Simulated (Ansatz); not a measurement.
This geometry of BH$_{6}$P (8 atoms, charge 0, multiplicity 1) is a first-order saddle point.

The calculation used RKS B3LYP-D4/def2-SVP (Ansatz 0.2.0).

```xyz
8
Properties=species:S:1:pos:R:3
B -0.577 0.235 -0.947
P 0.448 -0.187 0.690
H -1.457 0.977 -0.552
H -0.967 -0.853 -1.332
H 0.243 0.763 -1.673
H 0.032 0.387 1.917
H 1.822 0.161 0.739
H 0.548 -1.540 1.101
```

**Question.** Which two structures does it join? (They come from a converged band through this point; their orientation in space is the band's.)

**Answer.** No bond is made or broken. The dihedral H5–B1–P2–H8 goes from 180 to -60°. The two ends are copies of one structure, up to a mirror image or an exchange of like atoms.

Image 0:

```xyz
8
Properties=species:S:1:pos:R:3
B -0.567 0.232 -0.932
P 0.442 -0.186 0.679
H -1.712 0.348 -0.528
H -0.375 -0.735 -1.649
H -0.059 1.267 -1.326
H 0.426 0.758 1.736
H 1.840 -0.386 0.562
H 0.097 -1.355 1.402
```

Image 8:

```xyz
8
Properties=species:S:1:pos:R:3
B -0.567 0.232 -0.932
P 0.441 -0.185 0.680
H -0.967 1.366 -0.732
H -1.439 -0.620 -0.953
H 0.263 0.134 -1.820
H -0.243 -0.159 1.921
H 1.550 0.635 1.004
H 1.053 -1.460 0.776
```

**Question.** How far does it lie above each of them?

**Answer.** 9.6 kJ/mol above the first and 9.6 kJ/mol above the second. This is the barrier of this one path; another mechanism may lie lower.

Time of the run: 2.1 min on 1 thread of AMD EPYC (Zen 3), with other jobs on the host, peak memory 0.12 GiB.
